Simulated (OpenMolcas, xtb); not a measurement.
## How methods differ on BH3S (SMILES BS)

The species is BH3S (5 atoms), meant as a singlet with charge 0. SMILES: `BS`. The coordinates come from a PBE0-D4/def2-TZVP relaxation.

Quantity: the vertical energy of the triplet above the singlet, in eV. The values are calculated.

```csv
level,kind,program,value (eV),less FCI/STO-3G,CPU time (all runs)
GFN0-xTB,semi-empirical,xtb,4.89,-0.81,under 2 s
HF/STO-3G,Hartree–Fock,OpenMolcas,5.07,-0.63,3.3 s
SVWN5/STO-3G,LDA,OpenMolcas,6.33,+0.63,13 s
PBE/STO-3G,GGA,OpenMolcas,6.06,+0.36,14 s
r2SCAN/STO-3G,meta-GGA,OpenMolcas,5.84,+0.14,20 s
PBE0/STO-3G,global hybrid,OpenMolcas,5.88,+0.18,12 s
"CASSCF(2,2)/STO-3G",multireference,OpenMolcas,5.33,-0.37,3.2 s
"CCSD(T)/STO-3G, open shells restricted",coupled cluster or CI,OpenMolcas,5.69,-0.01,4.6 s
"FCI/STO-3G, open shells restricted",exact in the basis,OpenMolcas,5.70,0.00,26 s
```

FCI/STO-3G, open shells restricted is exact within its basis and frozen core, so for wave-function methods in that basis the difference is their error; functionals converge differently with the basis, so for them it is only a difference. The values span 4.89 to 6.33 eV. The xTB rows lack spin polarisation, so open shells miss the exchange term that lowers them. A triplet this far above the singlet is often a Rydberg-like or dissociative state; sets without diffuse functions put Rydberg states too high. All rows use very small basis sets, so even the best lies far from the true value. Times are those of the runs behind each value, whatever else they computed, on shared processors of several kinds: orders of magnitude only.
